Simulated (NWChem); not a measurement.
# Polarisability of sulfur dioxide (O₂S)

```xyz
3

O      1.2504     0.0000    -0.3713
S      0.0000     0.0000     0.3713
O     -1.2504     0.0000    -0.3713
```
Charge 0, spin multiplicity 1.

Program: NWChem. Structure: optimised with PBE0/def2-SVP, a minimum by its harmonic frequencies.

Basis set: 6-31G*. Static limit. This basis has no diffuse functions, which lowers polarisabilities.

The correlated methods keep 7 core orbitals frozen. B3LYP has NWChem's definition, with VWN1-RPA local correlation. The Pople sets run with spherical d functions. Coupled-cluster values serve here as a point of comparison, not as the truth.

```csv
method,isotropic polarisability (bohr³)
CCSD linear response,19.95
B3LYP,19.09
PBE,(withheld)
BHandHLYP,(withheld)
HF,(withheld)
```

Fill in the missing entries.


- PBE, isotropic polarisability (bohr³): 19.37
- BHandHLYP, isotropic polarisability (bohr³): 18.86
- HF, isotropic polarisability (bohr³): 18.67
